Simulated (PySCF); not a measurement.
Compound: silylphosphane, H₅PSi.
Bonds: Si1–P2. Hydrogens: H3, H4, H5 on Si1; H6, H7 on P2.

Theory: EOM-IP-CCSD/aug-cc-pVDZ in PySCF, restricted Hartree–Fock reference, frozen core, non-relativistic, gas phase, PBE0-D3(BJ)/def2-SVP geometry.

Hartree–Fock orbital energies give these Koopmans values (eV): HOMO 10.12, HOMO-1 12.02, HOMO-2 13.00, HOMO-3 13.55, HOMO-4 14.48, HOMO-5 19.09.

Problem. What vertical ionisation energies does EOM-IP-CCSD give?

Solution. 
```csv
leading hole (HF orbital),Koopmans (eV),EOM-IP-CCSD (eV),change (eV),one-hole share
HOMO,10.12,9.80,-0.32,0.95
HOMO-1,12.02,11.46,-0.56,0.95
HOMO-2,13.00,12.28,-0.72,0.94
HOMO-3,13.55,12.78,-0.77,0.94
HOMO-4,14.48,13.72,-0.76,0.94
HOMO-5,19.09,17.33,-1.76,0.84
```

Problem. Does the order of the lines follow the orbital energies?

Solution. Yes, no two lines change places. The corrections run from -1.76 to -0.32 eV, with a mean of -0.82 eV over the 6 lines; no line lies above its Koopmans value.

Problem. At what kinetic energies would He I light (21.22 eV) eject these electrons?

Solution. 11.42 eV (HOMO), 9.76 eV (HOMO-1), 8.94 eV (HOMO-2), 8.44 eV (HOMO-3), 7.50 eV (HOMO-4), 3.89 eV (HOMO-5).

One root was sought for each valence orbital with −ε under 21 eV, eight at most, so deeper holes and satellites are missing; no vibrational structure.
